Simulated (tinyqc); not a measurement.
UKS/PBE0 in the sto-6g basis, for H2O, spin multiplicity 3, step by step. One step of it, computed by the program tinyqc.

Problem. Iteration 1: building the Kohn-Sham matrix. J_ij = sum D_kl (ij|kl) with D = D(alpha) + D(beta), K_ij = sum D_kl (ik|jl) for each spin; F = H + J - 0.25 K(s) + V_xc; E = tr D H + tr D J / 2 - 0.125 sum_s tr D(s) K(s) + E_xc + E_nn.

D(alpha) at the start:
```
            1O 1s      1O 2s    1O 2px     1O 2py     1O 2pz      2H 1s      3H 1s
1O 1s    1.030108  -0.119368  0.000000   0.000000   0.054105  -0.069706  -0.069706
1O 2s   -0.119368   0.558147  0.000000   0.000000  -0.205403   0.175073   0.175073
1O 2px   0.000000   0.000000  1.000000   0.000000   0.000000   0.000000   0.000000
1O 2py   0.000000   0.000000  0.000000   1.339572   0.000000  -0.546170   0.546170
1O 2pz   0.054105  -0.205403  0.000000   0.000000   0.916756   0.058275   0.058275
2H 1s   -0.069706   0.175073  0.000000  -0.546170   0.058275   0.952412  -0.804516
3H 1s   -0.069706   0.175073  0.000000   0.546170   0.058275  -0.804516   0.952412
```

D(beta) at the start:
```
            1O 1s      1O 2s    1O 2px     1O 2py     1O 2pz      2H 1s      3H 1s
1O 1s    1.030108  -0.119368  0.000000   0.000000   0.054105  -0.069706  -0.069706
1O 2s   -0.119368   0.558147  0.000000   0.000000  -0.205403   0.175073   0.175073
1O 2px   0.000000   0.000000  0.000000   0.000000   0.000000   0.000000   0.000000
1O 2py   0.000000   0.000000  0.000000   0.682010   0.000000   0.190485  -0.190485
1O 2pz   0.054105  -0.205403  0.000000   0.000000   0.916756   0.058275   0.058275
2H 1s   -0.069706   0.175073  0.000000   0.190485   0.058275   0.127150   0.020745
3H 1s   -0.069706   0.175073  0.000000  -0.190485   0.058275   0.020745   0.127150
```

core Hamiltonian H = T + V (hartree):
```
             1O 1s      1O 2s     1O 2px     1O 2py     1O 2pz      2H 1s      3H 1s
1O 1s   -33.021979  -7.299453   0.000000   0.000000  -0.019147  -1.710825  -1.710825
1O 2s    -7.299453  -9.235022   0.000000   0.000000  -0.214040  -3.652869  -3.652869
1O 2px    0.000000   0.000000  -7.464728   0.000000   0.000000   0.000000   0.000000
1O 2py    0.000000   0.000000   0.000000  -7.620962   0.000000  -2.019190   2.019190
1O 2pz   -0.019147  -0.214040   0.000000   0.000000  -7.552083  -1.577494  -1.577494
2H 1s    -1.710825  -3.652869   0.000000  -2.019190  -1.577494  -5.022547  -1.512540
3H 1s    -1.710825  -3.652869   0.000000   2.019190  -1.577494  -1.512540  -5.022547
```

Two-electron integrals (ij|kl) in chemists' order, unique and non-zero (hartree):
```
(11|11) 4.787491    (21|11) 0.675884    (21|21) 0.121505    (22|11) 1.117379
(22|21) 0.249212    (22|22) 0.817383    (31|31) 0.025762    (32|31) 0.039145
(32|32) 0.180664    (33|11) 1.117381    (33|21) 0.249212    (33|22) 0.817382
(33|33) 0.880663    (41|41) 0.025762    (42|41) 0.039145    (42|42) 0.180664
(43|43) 0.047461    (44|11) 1.117381    (44|21) 0.249212    (44|22) 0.817382
(44|33) 0.785741    (44|44) 0.880663    (51|51) 0.025762    (52|51) 0.039145
(52|52) 0.180664    (53|53) 0.047461    (54|54) 0.047461    (55|11) 1.117381
(55|21) 0.249212    (55|22) 0.817382    (55|33) 0.785741    (55|44) 0.785741
(55|55) 0.880663    (61|11) 0.167939    (61|21) 0.028927    (61|22) 0.057999
(61|33) 0.057873    (61|41) 0.001130    (61|42) 0.002204    (61|44) 0.058115
(61|51) 0.000845    (61|52) 0.001648    (61|54) 0.000181    (61|55) 0.058008
(61|61) 0.007020    (62|11) 0.394707    (62|21) 0.089198    (62|22) 0.322245
(62|33) 0.316994    (62|41) 0.005695    (62|42) 0.041391    (62|44) 0.327097
(62|51) 0.004258    (62|52) 0.030950    (62|54) 0.007555    (62|55) 0.322643
(62|61) 0.021329    (62|62) 0.155736    (63|31) 0.010083    (63|32) 0.056174
(63|43) 0.008608    (63|53) 0.006437    (63|63) 0.022470    (64|11) 0.223040
(64|21) 0.051136    (64|22) 0.197055    (64|33) 0.188088    (64|41) 0.012978
(64|42) 0.080308    (64|44) 0.211516    (64|51) 0.002165    (64|52) 0.018046
(64|54) 0.011081    (64|55) 0.191561    (64|61) 0.012810    (64|62) 0.115821
(64|64) 0.107764    (65|11) 0.166778    (65|21) 0.038236    (65|22) 0.147347
(65|33) 0.140642    (65|41) 0.002165    (65|42) 0.018046    (65|44) 0.145287
(65|51) 0.011702    (65|52) 0.069668    (65|54) 0.012081    (65|55) 0.156113
(65|61) 0.009579    (65|62) 0.086605    (65|64) 0.063779    (65|65) 0.070160
(66|11) 0.525803    (66|21) 0.121024    (66|22) 0.498509    (66|33) 0.478401
(66|41) 0.010374    (66|42) 0.101803    (66|44) 0.517092    (66|51) 0.007757
(66|52) 0.076123    (66|54) 0.028931    (66|55) 0.500034    (66|61) 0.029271
(66|62) 0.299986    (66|64) 0.255008    (66|65) 0.190682    (66|66) 0.774999
(71|11) 0.167939    (71|21) 0.028927    (71|22) 0.057999    (71|33) 0.057873
(71|41) -0.001130   (71|42) -0.002204   (71|44) 0.058115    (71|51) 0.000845
(71|52) 0.001648    (71|54) -0.000181   (71|55) 0.058008    (71|61) 0.006912
(71|62) 0.020600    (71|64) 0.011228    (71|65) 0.009247    (71|66) 0.027856
(71|71) 0.007020    (72|11) 0.394707    (72|21) 0.089198    (72|22) 0.322245
(72|33) 0.316994    (72|41) -0.005695   (72|42) -0.041391   (72|44) 0.327097
(72|51) 0.004258    (72|52) 0.030950    (72|54) -0.007555   (72|55) 0.322643
(72|61) 0.020600    (72|62) 0.126660    (72|64) 0.064744    (72|65) 0.068434
(72|66) 0.200730    (72|71) 0.021329    (72|72) 0.155736    (73|31) 0.010083
(73|32) 0.056174    (73|43) -0.008608   (73|53) 0.006437    (73|63) 0.017709
(73|73) 0.022470    (74|11) -0.223040   (74|21) -0.051136   (74|22) -0.197055
(74|33) -0.188088   (74|41) 0.012978    (74|42) 0.080308    (74|44) -0.211516
(74|51) -0.002165   (74|52) -0.018046   (74|54) 0.011081    (74|55) -0.191561
(74|61) -0.011228   (74|62) -0.064744   (74|64) -0.015830   (74|65) -0.034175
(74|66) -0.090372   (74|71) -0.012810   (74|72) -0.115821   (74|74) 0.107764
(75|11) 0.166778    (75|21) 0.038236    (75|22) 0.147347    (75|33) 0.140642
(75|41) -0.002165   (75|42) -0.018046   (75|44) 0.145287    (75|51) 0.011702
(75|52) 0.069668    (75|54) -0.012081   (75|55) 0.156113    (75|61) 0.009247
(75|62) 0.068434    (75|64) 0.034175    (75|65) 0.054109    (75|66) 0.118939
(75|71) 0.009579    (75|72) 0.086605    (75|74) -0.063779   (75|75) 0.070160
(76|11) 0.151220    (76|21) 0.034491    (76|22) 0.134188    (76|33) 0.131234
(76|44) 0.133909    (76|51) 0.002645    (76|52) 0.022431    (76|55) 0.137422
(76|61) 0.008154    (76|62) 0.063778    (76|64) 0.040859    (76|65) 0.039885
(76|66) 0.125223    (76|71) 0.008154    (76|72) 0.063778    (76|74) -0.040859
(76|75) 0.039885    (76|76) 0.031601    (77|11) 0.525803    (77|21) 0.121024
(77|22) 0.498509    (77|33) 0.478401    (77|41) -0.010374   (77|42) -0.101803
(77|44) 0.517092    (77|51) 0.007757    (77|52) 0.076123    (77|54) -0.028931
(77|55) 0.500034    (77|61) 0.027856    (77|62) 0.200730    (77|64) 0.090372
(77|65) 0.118939    (77|66) 0.334910    (77|71) 0.029271    (77|72) 0.299986
(77|74) -0.255008   (77|75) 0.190682    (77|76) 0.125223    (77|77) 0.774999
```

nuclear repulsion = 9.06741369 hartree

V_xc(alpha) (hartree):
```
            1O 1s      1O 2s     1O 2px     1O 2py     1O 2pz      2H 1s      3H 1s
1O 1s   -2.340877  -0.285400   0.000000   0.000000   0.001857  -0.073851  -0.073851
1O 2s   -0.285400  -0.631652   0.000000   0.000000   0.004085  -0.244791  -0.244791
1O 2px   0.000000   0.000000  -0.622619   0.000000   0.000000   0.000000   0.000000
1O 2py   0.000000   0.000000   0.000000  -0.641766   0.000000  -0.153322   0.153322
1O 2pz   0.001857   0.004085   0.000000   0.000000  -0.629536  -0.114680  -0.114680
2H 1s   -0.073851  -0.244791   0.000000  -0.153322  -0.114680  -0.412747  -0.097628
3H 1s   -0.073851  -0.244791   0.000000   0.153322  -0.114680  -0.097628  -0.412747
```

V_xc(beta) (hartree):
```
            1O 1s      1O 2s     1O 2px     1O 2py     1O 2pz      2H 1s      3H 1s
1O 1s   -2.320008  -0.273321   0.000000   0.000000   0.001944  -0.071274  -0.071274
1O 2s   -0.273321  -0.569051   0.000000   0.000000   0.004518  -0.222344  -0.222344
1O 2px   0.000000   0.000000  -0.507330   0.000000   0.000000   0.000000   0.000000
1O 2py   0.000000   0.000000   0.000000  -0.595976   0.000000  -0.140947   0.140947
1O 2pz   0.001944   0.004518   0.000000   0.000000  -0.602972  -0.106199  -0.106199
2H 1s   -0.071274  -0.222344   0.000000  -0.140947  -0.106199  -0.350818  -0.088009
3H 1s   -0.071274  -0.222344   0.000000   0.140947  -0.106199  -0.088009  -0.350818
```

E_xc = sum of w rho eps_xc = -7.14148813 hartree

Give: Coulomb J; exchange K(alpha); exchange K(beta); F(alpha); F(beta); total energy of this density.

Solution.

Coulomb J (hartree):
```
         1O 1s  1O 2s  1O 2px  1O 2py  1O 2pz  2H 1s   3H 1s
1O 1s   17.331  3.084   0.000   0.000  -0.006  0.739   0.739
1O 2s    3.084  8.137   0.000   0.000   0.038  3.210   3.210
1O 2px   0.000  0.000   8.042   0.000   0.000  0.000   0.000
1O 2py   0.000  0.000   0.000   8.201   0.000  1.971  -1.971
1O 2pz  -0.006  0.038   0.000   0.000   8.168  1.490   1.490
2H 1s    0.739  3.210   0.000   1.971   1.490  5.125   1.347
3H 1s    0.739  3.210   0.000  -1.971   1.490  1.347   5.125
```

exchange K(alpha) (hartree):
```
        1O 1s   1O 2s  1O 2px  1O 2py  1O 2pz  2H 1s   3H 1s
1O 1s   4.895   0.807   0.000   0.000   0.002  0.199   0.199
1O 2s   0.807   1.321   0.000   0.000  -0.060  0.597   0.597
1O 2px  0.000   0.000   1.139   0.000   0.000  0.000   0.000
1O 2py  0.000   0.000   0.000   1.213   0.000  0.318  -0.318
1O 2pz  0.002  -0.060   0.000   0.000   1.139  0.252   0.252
2H 1s   0.199   0.597   0.000   0.318   0.252  0.767   0.196
3H 1s   0.199   0.597   0.000  -0.318   0.252  0.196   0.767
```

exchange K(beta) (hartree):
```
        1O 1s   1O 2s  1O 2px  1O 2py  1O 2pz  2H 1s   3H 1s
1O 1s   4.856   0.752   0.000   0.000   0.005  0.188   0.188
1O 2s   0.752   1.095   0.000   0.000  -0.053  0.518   0.518
1O 2px  0.000   0.000   0.245   0.000   0.000  0.000   0.000
1O 2py  0.000   0.000   0.000   1.005   0.000  0.326  -0.326
1O 2pz  0.005  -0.053   0.000   0.000   1.069  0.222   0.222
2H 1s   0.188   0.518   0.000   0.326   0.222  0.531   0.211
3H 1s   0.188   0.518   0.000  -0.326   0.222  0.211   0.531
```

F(alpha) (hartree):
```
          1O 1s   1O 2s  1O 2px  1O 2py  1O 2pz   2H 1s   3H 1s
1O 1s   -19.256  -4.703   0.000   0.000  -0.024  -1.095  -1.095
1O 2s    -4.703  -2.060   0.000   0.000  -0.156  -0.837  -0.837
1O 2px    0.000   0.000  -0.330   0.000   0.000   0.000   0.000
1O 2py    0.000   0.000   0.000  -0.365   0.000  -0.281   0.281
1O 2pz   -0.024  -0.156   0.000   0.000  -0.298  -0.265  -0.265
2H 1s    -1.095  -0.837   0.000  -0.281  -0.265  -0.502  -0.312
3H 1s    -1.095  -0.837   0.000   0.281  -0.265  -0.312  -0.502
```

F(beta) (hartree):
```
          1O 1s   1O 2s  1O 2px  1O 2py  1O 2pz   2H 1s   3H 1s
1O 1s   -19.225  -4.677   0.000   0.000  -0.025  -1.090  -1.090
1O 2s    -4.677  -1.941   0.000   0.000  -0.158  -0.795  -0.795
1O 2px    0.000   0.000   0.009   0.000   0.000   0.000   0.000
1O 2py    0.000   0.000   0.000  -0.267   0.000  -0.270   0.270
1O 2pz   -0.025  -0.158   0.000   0.000  -0.254  -0.249  -0.249
2H 1s    -1.090  -0.795   0.000  -0.270  -0.249  -0.381  -0.306
3H 1s    -1.090  -0.795   0.000   0.270  -0.249  -0.306  -0.381
```

total energy of this density = -75.34103 hartree
